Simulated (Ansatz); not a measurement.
A calculation with Ansatz (development build ahead of 0.2.0).

```yaml
crystal:
  periodic: [false, false, false]
  atoms:
    - { symbol: O, position_ang: [0.0, 0.0, -1.51] }
    - { symbol: Si, position_ang: [0.0, 0.0, 0.0] }
    - { symbol: O, position_ang: [0.0, 0.0, 1.51] }
basis:
  gaussian: { orbitals: def2-SVP }
hamiltonian:
  xc: hf
correlation:
  method: mp2
  frozen_orbitals: { O: 1, Si: 5 }
```

The input is written out in the form of the current development build from the run's settings.

The run gave:

| Item | Value |
| --- | --- |
| Converged | yes |
| Reference energy | -438.41464 hartree |
| Correlation energy | -0.46879 hartree |
| Total energy | -438.88343 hartree |
| Spin squared of the determinant | 0.000 |
| Stability test | minimum among restricted orbitals |
| Occupied orbitals by symmetry in an Abelian subgroup (alpha; beta) | 5 Ag 4 B1u 1 B2g 2 B2u 1 B3g 2 B3u; 5 Ag 4 B1u 1 B2g 2 B2u 1 B3g 2 B3u |

Messages of the program:
```
mean field -11929.87005663 eV, -438.4146382248 hartree, gradient 1.8e-6 eV, S^2 0.000000; 0 other ends of a descent, 0 dependent functions left out
```
